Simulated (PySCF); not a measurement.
Compound: vinylidene fluoride, C₂H₂F₂.
Geometry (GFN2-xTB, Å), atoms numbered from 1 in this order:
```xyz
6
C2H2F2 angstrom
C     -0.719   -0.079   -0.106
C      0.572    0.063    0.078
F      1.232    1.212    0.032
F      1.423   -0.920    0.339
H     -1.335    0.774   -0.313
H     -1.171   -1.049   -0.051
```

The closed-shell ground state was solved at several levels (PySCF, density fitting, gas phase, non-relativistic).

| level | basis functions | HOMO (eV) | LUMO (eV) | gap (eV) | dipole (D) |
| --- | --- | --- | --- | --- | --- |
| B3LYP/pcJ-1 | 128 | -7.64 | 0.23 | 7.87 | 1.32 |
| PBE0/pcSseg-1 | 78 | -7.88 | 0.52 | 8.40 | 1.29 |

(1) What might B3LYP/def2-SVPD (102 basis functions) give for the same quantities?

(2) Over all these levels, which gives the widest orbital gap and which the narrowest?

(3) How far do the dipole and the HOMO energy spread over the levels?

## Answers

(1) HOMO -7.75 eV, LUMO -0.02 eV, gap 7.73 eV, dipole 1.46 D.

(2) PBE0/pcSseg-1 (global hybrid, 25 % exact exchange) has the widest, 8.40 eV, and B3LYP/def2-SVPD (global hybrid, 20 % exact exchange) the narrowest, 7.73 eV. Functional and basis both differ between the two, so the spread mixes both effects.

(3) The dipole runs from 1.29 to 1.46 D (mean 1.36 D) and the HOMO from -7.88 to -7.64 eV.
